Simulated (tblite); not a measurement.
Species: pentafluorophosphorane, PF5.
SMILES: `FP(F)(F)(F)F`

Computed values, GFN2-xTB/tblite, gas phase, harmonic and unscaled. This tight-binding method is rough: wavenumbers can miss measured ones by several per cent, in bad cases by 10 to 20.

Harmonic wavenumbers (cm⁻¹): 118.5, 121.4, 414.4, 415.8, 417.9, 418.5, 469.9, 567.5, 695.6, 845.6, 873.5, 873.8.

A = 3647, B = 3063, C = 3055 MHz; mass 125.966 u (most abundant isotopes); point group D3h, symmetry number 6.

Zero-point energy?

½Σν̃ = 3116 cm⁻¹ = 37.28 kJ/mol.

Entropy at 298.15 K, 1 bar (ideal gas, RRHO, classical rotation)?

Translation 169.17, rotation 96.59, vibration 49.61: S = 315.4 J/(mol K).

And Cp and H(298.15 K) − H(0)?

Cp = 93.97 J/(mol K), of which vibrations give 60.71 (their classical limit is 12 R = 99.8); H(298.15 K) − H(0) = 18.57 kJ/mol without the zero-point energy, 8.65 from vibrations.

What must be added to the electronic energy to get the Gibbs energy at 298.15 K and 1 bar?

ZPE + [H(298.15 K) − H(0)] − T·S = 37.28 + 18.57 − 94.03 = -38.18 kJ/mol.

Blend soft modes into free rotors: weight 1/[1 + (100 cm⁻¹/ν̃)⁴] for the oscillator and the rest for a rotor with moment μB/(μ + B), μ = h/(8π²ν), B = 10⁻⁴⁴ kg m². What vibrational entropy results?

48.49 J/(mol K) in place of 49.61, which changes −T·S at 298.15 K by +0.34 kJ/mol.

Hindered rotation and anharmonicity are outside this model.
